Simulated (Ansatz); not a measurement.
## A barrier at the coupled-cluster level

Start structure (CH4AlF, closed shell), relaxed at PBE0-D4/def2-TZVP:

Al1  (-0.298, -0.881, -0.450)
F2  (-1.595, -1.647, 0.235)
H3  (0.326, -1.597, -1.713)
C4  (0.305, 0.777, 0.351)
H5  (0.600, 0.621, 1.394)
H6  (1.158, 1.206, -0.180)
H7  (-0.497, 1.521, 0.362)
(Å)

The step: CH₄AlF ([CH3][AlH][F]) → CH₃Al ([CH3][Al]) + HF; bonds formed: F2–H3; bonds broken: Al1–F2, Al1–H3. Ansatz 0.2.0; basis: def2-TZVPP and def2-QZVPP; cores frozen in the correlated methods. Extrapolation: Hartree–Fock as exp(−7.88 √X), correlation as X^−2.97. Energies below are by CCSD(T) at an estimated basis limit (MP2 extrapolated from triple and quadruple zeta, plus CCSD(T) − MP2 in triple zeta).

(1) What are the electronic barrier and the energy of the step, from the start structure to the end structure? (To be estimated.)

No T1 diagnostic of these runs exceeds 0.015. The restricted Hartree–Fock reference is unstable towards an unrestricted one at one or more of these structures.

## Answers

(1) Computed: Barrier 345.1 kJ/mol; step energy 289.8 kJ/mol (uphill); reverse barrier, their difference, 55.3 kJ/mol. Barrier and step energy count from the start structure, the reverse barrier from the end structure.

The saddle point: One imaginary mode of 1223i cm⁻¹.
```json
{"pair": "F2–H3", "start (Å)": "2.74", "saddle (Å)": "1.18", "end (Å)": "0.93"}
{"pair": "Al1–F2", "start (Å)": "1.65", "saddle (Å)": "1.94", "end (Å)": "2.64"}
{"pair": "Al1–H3", "start (Å)": "1.58", "saddle (Å)": "1.74", "end (Å)": "2.60"}
```

Zero-point energy (harmonic, PBE0-D4): ZPE is 116.4 kJ/mol at the start and 107.1 kJ/mol at the saddle, so the barrier goes from 345.1 to 335.8 kJ/mol.

Labels in which every atom is bracketed show which atoms are joined, not bond orders.

For scale, one of the runs: CCSD(T)/def2-TZVPP, 160 basis functions (an equivalent command: `ansatz run in.yaml --threads 2`). The run took 22 s on 2 CPU threads (shared host), with 1.1 GiB of host memory at its peak.
